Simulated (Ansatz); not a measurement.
**CH4Si (SMILES [CH][SiH3]) at 6 levels**

We compute a comparison of 6 runs (UHF/STO-3G, U-revPBE/STO-3G, UMP2/STO-3G, UCCSDT(Q)/STO-3G, UCCSDT/STO-3G, UCCSD/STO-3G) of CH4Si. 

The calculation is run with Ansatz 0.2.0.

40 further runs of the same task are left out: 40 set aside as unsound or not needed.

**1. The system as given**

CH4Si: 6 atoms, total charge 0, spin state triplet. SMILES: `[CH][SiH3]`. The H3–C1 distance was set to 2.676 Å, away from the relaxed value. At this shape a bond of the SMILES string is far longer than usual.

Bond lengths: C1–Si2 1.808 Å, Si2–H4 1.473 Å, Si2–H5 1.473 Å, Si2–H6 1.464 Å. Angles: C1–Si2–H4 110.4°, C1–Si2–H5 110.4°, C1–Si2–H6 109.0°, H4–Si2–H5 108.7°, H4–Si2–H6 109.2°, H5–Si2–H6 109.2°.

**2. The energy at UHF/STO-3G (run 1)**

in.yaml

```yaml
crystal:
  periodic: [false, false, false]
  atoms:
    - {symbol: C, position_ang: [-0.038555, 0.589800, 0.740030]}
    - {symbol: Si, position_ang: [-0.964765, 1.846270, -0.173160]}
    - {symbol: H, position_ang: [1.137890, -1.813490, 0.730980]}
    - {symbol: H, position_ang: [-2.249985, 1.298770, -0.639190]}
    - {symbol: H, position_ang: [-0.194415, 2.302940, -1.342090]}
    - {symbol: H, position_ang: [-1.219485, 2.985560, 0.710600]}
basis:
  gaussian: {orbitals: STO-3G}
accuracy: high
hamiltonian: {xc: hf}
magnetization: {spin_polarized: true, initial_magnetization: 2}
```

Command:

```sh
$ ansatz run in.yaml --threads 1 --pin off --max-ram 2610MiB --events-out events.jsonl --progress --plain --runs-dir runs
```

What it wrote:

```text
Warning: RAYON_NUM_THREADS=1 ignored (pool sized by the plan → 1); use --threads N
Functional definition: HF
  name "HF"
  exchange = exact_x
  correlation = 0
311 factors; integrals over basis functions are off by at most 9.9e-9 eV
mean field evaluation 1: about -8837.3137 eV, gradient 1.4e1 eV
mean field evaluation 2: about -8837.3273 eV, gradient 1.4e1 eV
mean field evaluation 4: about -8843.5543 eV, gradient 4.3e0 eV
mean field evaluation 8: about -8843.9929 eV, gradient 6.3e-1 eV
mean field evaluation 16: about -8844.3191 eV, gradient 5.1e-5 eV
mean field evaluation 32: about -8845.5043 eV, gradient 2.2e-7 eV
mean field evaluation 64: about -8841.0097 eV, gradient 2.0e0 eV
mean field evaluation 96: about -8839.1650 eV, gradient 8.3e0 eV
mean field -8845.50430447 eV, -325.0662874911 hartree, gradient 1.9e-8 eV, S^2 2.989160; 4 other end points of the search recorded, 0 dependent functions left out
reference -8845.50430447 eV, -325.0662874911 hartree; 13, 11 occupied and 5, 7 virtual orbitals, 311 factors
Total energy: -8845.50430447 eV, -325.0662874911 hartree
```

It took 0.22 s on 1 thread of Arm Neoverse V1, shared host.

**3. A single-point energy at U-revPBE/STO-3G (run 2)**

molecule.yaml

```yaml
crystal:
  periodic: [false, false, false]
  atoms:
    - {symbol: C, position_ang: [-0.038555, 0.589800, 0.740030]}
    - {symbol: Si, position_ang: [-0.964765, 1.846270, -0.173160]}
    - {symbol: H, position_ang: [1.137890, -1.813490, 0.730980]}
    - {symbol: H, position_ang: [-2.249985, 1.298770, -0.639190]}
    - {symbol: H, position_ang: [-0.194415, 2.302940, -1.342090]}
    - {symbol: H, position_ang: [-1.219485, 2.985560, 0.710600]}
basis:
  gaussian:
    orbitals: STO-3G
magnetization:
  spin_polarized: true
  initial_magnetization: 2
hamiltonian:
  xc: {name: revPBE}
accuracy: high
```

Command:

```sh
$ ansatz run molecule.yaml --threads 1 --pin off --max-ram 2610MiB --events-out events.jsonl --progress --plain --runs-dir runs
```

What it wrote:

```text
Warning: RAYON_NUM_THREADS=1 ignored (pool sized by the plan → 1); use --threads N
Functional definition: revPBE
  name "revPBE"
  parameter kappa = 1.245
  parameter beta = 0.06672455060314922
  exchange = pbe_x(kappa = kappa, mu = beta*pi^2/3)
  correlation = pbe_c(beta = beta)
311 factors; integrals over basis functions are off by at most 9.9e-9 eV
mean field evaluation 1: about -8859.8502 eV, gradient 1.6e1 eV
mean field evaluation 2: about -8849.4680 eV, gradient 1.9e1 eV
mean field evaluation 4: about -8862.7629 eV, gradient 3.3e0 eV
mean field evaluation 8: about -8862.7629 eV, gradient 3.3e0 eV
mean field evaluation 16: about -8863.4695 eV, gradient 8.3e-6 eV
mean field evaluation 32: about -8863.4297 eV, gradient 1.8e-1 eV
mean field evaluation 64: about -8863.2109 eV, gradient 2.4e-2 eV
mean field -8863.59819443 eV, -325.7312256826 hartree, gradient 1.3e-8 eV, S^2 2.928168; 6 other end points of the search recorded, 0 dependent functions left out
reference -8863.59819713 eV, -325.7312257819 hartree; 13, 11 occupied and 5, 7 virtual orbitals, 311 factors
Total energy: -8863.59819713 eV, -325.7312257819 hartree
```

Wall time 5.7 s (1 thread of Arm Neoverse V1, shared host); peak memory 0.13 GiB.

Runs 3 to 5 aren't shown in full; the table further down has their settings and results.

**4. A single-point energy at UCCSD/STO-3G (run 6)**

input.yaml

```yaml
crystal:
  periodic: [false, false, false]
  atoms:
    - {symbol: C, position_ang: [-0.038555, 0.589800, 0.740030]}
    - {symbol: Si, position_ang: [-0.964765, 1.846270, -0.173160]}
    - {symbol: H, position_ang: [1.137890, -1.813490, 0.730980]}
    - {symbol: H, position_ang: [-2.249985, 1.298770, -0.639190]}
    - {symbol: H, position_ang: [-0.194415, 2.302940, -1.342090]}
    - {symbol: H, position_ang: [-1.219485, 2.985560, 0.710600]}
basis:
  gaussian: {orbitals: STO-3G}
magnetization: {spin_polarized: true, initial_magnetization: 2}
correlation: {method: ccsd, frozen_orbitals: {C: 1, H: 0, Si: 5}}
accuracy: high
scf: {omitted_lower_state_checks: [cluster_reference, increment]}
```

Command:

```sh
$ ansatz run input.yaml --threads 1 --pin off --max-ram 2610MiB --events-out events.jsonl --progress --plain --runs-dir runs
```

What it wrote:

```text
Warning: RAYON_NUM_THREADS=1 ignored (pool sized by the plan → 1); use --threads N
[... 16 lines left out ...]
6 core orbitals not correlated: weight in the atoms' cores, before any rotation towards them, 1.000 or more for the frozen orbitals, at most 0.000 for the correlated occupied ones
[... 55 lines left out ...]
Total energy: -8847.45430320 eV, -325.1379486227 hartree
Checks for a lower state left out: cluster_reference, increment
```

Run time: 0.48 s. Hardware: 1 thread of Arm Neoverse V1, shared host.

**5. Overview of the runs**

```
run             level  frozen core orbitals  energy (Eh)   ⟨S²⟩  wall time
  1        UHF/STO-3G                     –  -325.066287  2.989     0.22 s
  2   U-revPBE/STO-3G                     –  -325.731226  2.928      5.7 s
  3       UMP2/STO-3G                     6  -325.113187  2.989     0.34 s
  4  UCCSDT(Q)/STO-3G                     6  -325.139732  2.989      1.8 s
  5     UCCSDT/STO-3G                     6  -325.139667  2.989      1.6 s
  6      UCCSD/STO-3G                     6  -325.137949  2.989     0.48 s
```

**6. Results**

| quantity | value |
| --- | --- |
| run 6: total energy | -325.13795 Eh |
| run 6: correlation energy (6 core orbitals frozen) | -71.7 mEh |
| run 6: ⟨S²⟩ of the reference determinant | 2.989 |
| run 6: T1 diagnostic | 0.009 |

In words: Below the UHF energy at the same shape and in the same basis (STO-3G): UMP2 -46.9 mEh; UCCSDT(Q) -73.4 mEh; UCCSDT -73.4 mEh; UCCSD -71.7 mEh. In runs 1, 2, 3, 4, 5, 6 the basis is minimal, so the values are rough. Spin contamination of the reference: run 1 ⟨S²⟩ = 2.99, run 3 ⟨S²⟩ = 2.99, run 4 ⟨S²⟩ = 2.99, run 5 ⟨S²⟩ = 2.99, run 6 ⟨S²⟩ = 2.99, run 2 ⟨S²⟩ = 2.93. Where it is this large, the reference is a mixture of spin states, and values that rest on it are in doubt. All runs together took 10 s, the longest 5.7 s.
